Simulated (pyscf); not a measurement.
Thermochemistry of product channels of H₃C–InH₂ on the singlet surface, in eV, from ωB97M-D3(BJ)/def2-TZVP energies (ideal gas, 1 atm, RRHO with modes under 100 cm⁻¹ raised to 100, one conformer, R ln 2 for rigid chiral ones). Structures and frequencies: ωB97X-D3(BJ)/def2-SVP in PySCF.

| products | ΔE | ΔH(298 K) | ΔG(900 K) | ΔG(1200 K) |
|---|---|---|---|---|
| H₃C–In [singlet] + H₂ | (withheld) | +0.07 | -0.79 | (withheld) |
| CH₄ + InH [singlet] | -0.37 | -0.30 | -1.15 | -1.39 |

Problem. Fill in the missing entries.

Solution. 
- H₃C–In [singlet] + H₂, ΔE: +0.11
- H₃C–In [singlet] + H₂, ΔG(1200 K): -1.07

These are energies of the channels, which say nothing of barriers. Elements past Kr carry the def2 core potentials, without spin-orbit coupling.
